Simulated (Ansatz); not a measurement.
Reaction (ligand exchange at the Si–Cl bond): `P[SiH2]Cl` + NH₃ → `N[SiH2]P` + HCl

Program: Ansatz. Geometries: PBE0-D4/def2-TZVP. ΔE: electronic, gas phase. CCSD(T)/CBS is the MP2 limit (def2-TZVPP, def2-QZVPP) plus CCSD(T) − MP2 in def2-TZVPP, frozen cores. This one scheme is used for every species. Functionals use def2-TZVPP. One conformer a species, not always the lowest.

| species | RPA@PBE/def2-TZVPP energy (Eh) |
| --- | --- |
| `P[SiH2]Cl` | -1092.39519 |
| NH₃ | -56.59828 |
| `N[SiH2]P` | -688.54190 |
| HCl | -460.43307 |

Problem. Work out ΔE.

Solution. ΔE = (-688.54190) + (-460.43307) − (-1092.39519) − (-56.59828) = 0.01850 Eh = +11.6 kcal/mol. CCSD(T)/CBS gives +12.8 kcal/mol.

Largest T1 diagnostic among the species: 0.012.

At CCSD(T), def2-SVP lies −1.3 kcal/mol from the extrapolated value and def2-TZVPP −0.8 kcal/mol. Leaving LDA and LC-ωPBE aside and taking each functional with its dispersion term where it has one, the values, not all of them listed here, spread over 1.8 kcal/mol, from CAM-B3LYP-D4 to PBE-D4. LDA lies −2.0 kcal/mol from PBE without D4.
